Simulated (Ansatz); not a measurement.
Coupled-cluster diagnostics for SiS₂ (the lowest singlet isomer of a short search), Ansatz.

Geometry of the singlet (B3LYP-D4/def2-TZVP):

```tsv
atom	x (Å)	y (Å)	z (Å)
Si1	0.0000	0.0000	0.0000
S2	0.5998	1.7283	0.6002
S3	-0.5998	-1.7283	-0.6002
```

Correlated methods freeze 15 core orbitals. In CCSD on the charge 0 quintet the largest single amplitude is 0.27, so its Hartree–Fock determinant may place the open shell otherwise than the density functionals do. The structure comes from a short search, and lower isomers may exist.

Geometry of the charge 0 triplet (B3LYP-D4/def2-TZVP):

Cartesian coordinates in Å:
```
Si -0.384 -0.686 -0.001
S -1.219 1.133 0.352
S 1.603 -0.447 -0.352
```

Geometry of the charge 0 quintet (B3LYP-D4/def2-TZVP):

```xyz
3

Si    0.707    0.441    0.645
S    -0.644    1.067   -0.885
S    -0.064   -1.509    0.240
```

(1) Estimate the CCSD(T) correlation energy, the shares of MP2 and (T), T1 and the reference's ⟨S²⟩ for: charge 0, singlet, own geometry in def2-TZVPP; charge 0, singlet, own geometry in def2-TZVPD; charge 0, triplet, own geometry in def2-TZVPP; charge 0, quintet, own geometry in def2-TZVPP; charge 1, doublet, vertical in def2-TZVPP; charge -1, doublet, vertical in def2-TZVPD; and the rough time on 4 threads of Arm Neoverse V1 on a shared host.

## Answers

(1) 
| state | basis | correlation (eV) | MP2 share (%) | (T) share (%) | T1 | ⟨S²⟩ (pure) | wall time | remarks |
| --- | --- | --- | --- | --- | --- | --- | --- | --- |
| charge 0, singlet, own geometry | def2-TZVPP | -13.359 | 88.7 | 5.9 | 0.018 | 0.00 (0.00) | 1.6 s | – |
| charge 0, singlet, own geometry | def2-TZVPD | -13.257 | 88.4 | 6.0 | 0.018 | 0.00 (0.00) | 2.2 s | – |
| charge 0, triplet, own geometry | def2-TZVPP | -12.778 | 84.2 | 5.9 | 0.044 | 2.05 (2.00) | 5.5 s | – |
| charge 0, quintet, own geometry | def2-TZVPP | -12.112 | 81.9 | 6.2 | 0.063 | 6.04 (6.00) | 6.5 s | large T1 (0.063) |
| charge 1, doublet, vertical | def2-TZVPP | -12.491 | 83.6 | 6.1 | 0.045 | 1.04 (0.75) | 19 s | spin-contaminated (⟨S²⟩ 1.04) |
| charge -1, doublet, vertical | def2-TZVPD | -13.949 | 89.4 | 6.3 | 0.020 | 0.78 (0.75) | 9.5 s | – |
Customary marks for T1 are 0.02 (closed shells), 0.045 (open shells) and about 0.05 (3d metals). T1 exceeds 0.02 in 3 of 6 rows and 0.045 in 1; the higher it lies, the less the single-reference result can be trusted.
